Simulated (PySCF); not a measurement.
C₂H₅O, charge +2, doublet, geometry from GFN2-xTB of the parent state (a state made from the parent by changing its charge; the spin is typed, not shown lowest); MP2/def2-SV(P) (PySCF).

PySCF was given this input:
```python
from pyscf import gto, scf, mp

mol = gto.Mole()
mol.atom = '''
    C     1.171918   -0.138615    0.233356
    C    -0.343595   -0.311089    0.153983
    O    -1.030453    0.589011   -0.500555
    H     1.620847   -0.948775    0.801442
    H     1.595240   -0.123791   -0.768607
    H     1.411591    0.810166    0.708457
    H    -0.766361   -0.421270    1.188289
    H    -0.587636   -1.330189   -0.249177
'''
mol.basis = 'def2-sv(p)'
mol.charge = 2
mol.spin = 1
mol.verbose = 4
mol.build()

mf = scf.UHF(mol)
mf.kernel()

pt = mp.MP2(mf)
pt.kernel()
print('E(MP2) = %.10f' % pt.e_tot)
```

Question: Predict the main parts of the log of this PySCF run.

Answer: 
```
PySCF version 2.14.0

[INPUT] verbose = 4
[INPUT] num. atoms = 8
[INPUT] num. electrons = 23
[INPUT] charge = 2
[INPUT] spin (= nelec alpha-beta = 2S) = 1
[INPUT] symmetry False subgroup None
[INPUT] Mole.unit = angstrom
[INPUT] Symbol           X                Y                Z      unit          X                Y                Z       unit  Magmom
[INPUT]  1 C      1.171918000000  -0.138615000000   0.233356000000 AA    2.214604060448  -0.261944386757   0.440978929524 Bohr   0.0
[INPUT]  2 C     -0.343595000000  -0.311089000000   0.153983000000 AA   -0.649300447770  -0.587873010365   0.290985697839 Bohr   0.0
[INPUT]  3 O     -1.030453000000   0.589011000000  -0.500555000000 AA   -1.947273954236   1.113069474356  -0.945911860282 Bohr   0.0
[INPUT]  4 H      1.620847000000  -0.948775000000   0.801442000000 AA    3.062956919823  -1.792924903834   1.514505884724 Bohr   0.0
[INPUT]  5 H      1.595240000000  -0.123791000000  -0.768607000000 AA    3.014566702951  -0.233931086686  -1.452456727424 Bohr   0.0
[INPUT]  6 H      1.411591000000   0.810166000000   0.708457000000 AA    2.667520389901   1.530991855434   1.338789701031 Bohr   0.0
[INPUT]  7 H     -0.766361000000  -0.421270000000   1.188289000000 AA   -1.448212402548  -0.796084924496   2.245540766833 Bohr   0.0
[INPUT]  8 H     -0.587636000000  -1.330189000000  -0.249177000000 AA   -1.110471100935  -2.513692903909  -0.470876286541 Bohr   0.0

nuclear repulsion = 75.1043445637744
number of shells = 28
number of NR pGTOs = 92
number of NR cGTOs = 52
basis = def2-sv(p)
ecp = {}

******** <class 'pyscf.scf.uhf.UHF'> ********
method = UHF
initial guess = minao
damping factor = 0
level_shift factor = 0
DIIS = <class 'pyscf.scf.diis.CDIIS'>
diis_start_cycle = 1
diis_space = 8
diis_damp = 0
SCF conv_tol = 1e-09
SCF conv_tol_grad = None
SCF max_cycles = 50
direct_scf = True
direct_scf_tol = 1e-13
number electrons alpha = 12  beta = 11
Set gradient conv threshold to 3.16228e-05
init E= -153.52926982467

cycle= 1 E= -151.905483020359  delta_E= 1.62  |g|= 0.61  |ddm|= 1.75
cycle= 2 E= -152.032903560699  delta_E= -0.127  |g|= 0.562  |ddm|= 0.872
cycle= 3 E= -152.147779884186  delta_E= -0.115  |g|= 0.139  |ddm|= 0.427
cycle= 4 E= -152.160574074496  delta_E= -0.0128  |g|= 0.0865  |ddm|= 0.162
cycle= 5 E= -152.166609766913  delta_E= -0.00604  |g|= 0.0372  |ddm|= 0.105
cycle= 6 E= -152.170815921734  delta_E= -0.00421  |g|= 0.0368  |ddm|= 0.0694
cycle= 7 E= -152.169762625487  delta_E= 0.00105  |g|= 0.035  |ddm|= 0.016
cycle= 8 E= -152.166234387545  delta_E= 0.00353  |g|= 0.0198  |ddm|= 0.103
cycle= 9 E= -152.167685257751  delta_E= -0.00145  |g|= 0.0177  |ddm|= 0.0542
cycle= 10 E= -152.169003358796  delta_E= -0.00132  |g|= 0.0169  |ddm|= 0.041
cycle= 11 E= -152.172940034963  delta_E= -0.00394  |g|= 0.0241  |ddm|= 0.21
cycle= 12 E= -152.171386184623  delta_E= 0.00155  |g|= 0.0252  |ddm|= 0.119
cycle= 13 E= -152.173223954368  delta_E= -0.00184  |g|= 0.00411  |ddm|= 0.108
cycle= 14 E= -152.173294289285  delta_E= -7.03e-05  |g|= 0.00265  |ddm|= 0.0158
cycle= 15 E= -152.173318802146  delta_E= -2.45e-05  |g|= 0.00237  |ddm|= 0.00744
cycle= 16 E= -152.173348777428  delta_E= -3e-05  |g|= 0.00191  |ddm|= 0.00986
cycle= 17 E= -152.173367049263  delta_E= -1.83e-05  |g|= 0.00175  |ddm|= 0.00692
cycle= 18 E= -152.173369061231  delta_E= -2.01e-06  |g|= 0.00177  |ddm|= 0.00591
cycle= 19 E= -152.173373677999  delta_E= -4.62e-06  |g|= 0.00211  |ddm|= 0.00361
cycle= 20 E= -152.173377104923  delta_E= -3.43e-06  |g|= 0.00236  |ddm|= 0.00415
cycle= 21 E= -152.173386839062  delta_E= -9.73e-06  |g|= 0.00109  |ddm|= 0.00824
cycle= 22 E= -152.173402520018  delta_E= -1.57e-05  |g|= 0.000603  |ddm|= 0.0151
cycle= 23 E= -152.173405662172  delta_E= -3.14e-06  |g|= 0.000454  |ddm|= 0.00498
cycle= 24 E= -152.173408031065  delta_E= -2.37e-06  |g|= 0.000286  |ddm|= 0.00533
cycle= 25 E= -152.173408635295  delta_E= -6.04e-07  |g|= 0.000168  |ddm|= 0.00312
cycle= 26 E= -152.173408744366  delta_E= -1.09e-07  |g|= 9.73e-05  |ddm|= 0.00128
cycle= 27 E= -152.173408817038  delta_E= -7.27e-08  |g|= 4.38e-05  |ddm|= 0.00113
cycle= 28 E= -152.173408816945  delta_E= 9.29e-11  |g|= 2.75e-05  |ddm|= 0.000457
Extra cycle  E= -152.173408819078  delta_E= -2.13e-09  |g|= 2.97e-05  |ddm|= 4.33e-05
converged SCF energy = -152.173408819078  <S^2> = 0.78077183  2S+1 = 2.0305387

******** <class 'pyscf.mp.ump2.UMP2'> ********
nocc = (np.int64(12), np.int64(11)), nmo = (52, 52)
E(UMP2) = -152.63564703719  E_corr = -0.462238218112098
E(SCS-UMP2) = -152.628204649888  E_corr = -0.45479583081037
E_corr(same-spin) = -0.115257727989402
E_corr(oppo-spin) = -0.346980490122697
E(MP2) = -152.6356470372
```
